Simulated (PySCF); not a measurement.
Species: C2HFS.
Structure used (PBE0-D3(BJ)/def2-SVP), in Å, numbered top down from 1:
```xyz
5
C2HFS angstrom
F     -1.415   -0.942    0.004
C     -0.567    0.086    0.003
C      0.745   -0.065   -0.021
S      2.298   -0.190   -0.049
H     -1.028    1.078    0.024
```

The calculation used MP2 and CCSD/aug-cc-pVDZ in PySCF, restricted Hartree–Fock reference, frozen core, non-relativistic, gas phase, PBE0-D3(BJ)/def2-SVP geometry.

E(HF) = -573.22739 Eh.

Q: How large is the problem?

A: 105 basis functions and 38 electrons; 8 orbitals frozen, which leaves o = 11 correlated occupied and v = 86 virtual orbitals. That is o·v = 946 singles and o·v(o·v + 1)/2 = 447931 distinct closed-shell doubles amplitudes before symmetry; the costliest CCSD step grows as o²v⁴ = 6.6 × 10^9.

Q: What are the MP2 and CCSD correlation energies?

A: MP2 -0.5996 Eh and CCSD -0.6228 Eh, which gives totals of -573.82696 and -573.85016 Eh. That is 0.770 eV for each correlated electron at CCSD (1635 kJ/mol in all, 0.109 % of the total energy); MP2 gives 96.3 % of the CCSD value.

Q: What is the T1 diagnostic?

A: 0.0170, below the customary warning level of 0.02. It is the norm of the spatial-orbital singles amplitudes over the root of the number of correlated electrons, so the norm is 0.080.

Q: How does correlation change the dipole moment?

A: HF gives 1.33 D and CCSD (unrelaxed density) 1.17 D, a change of -0.16 D; the two vectors are 21° apart.

Connected triples and the basis-set limit are missing.
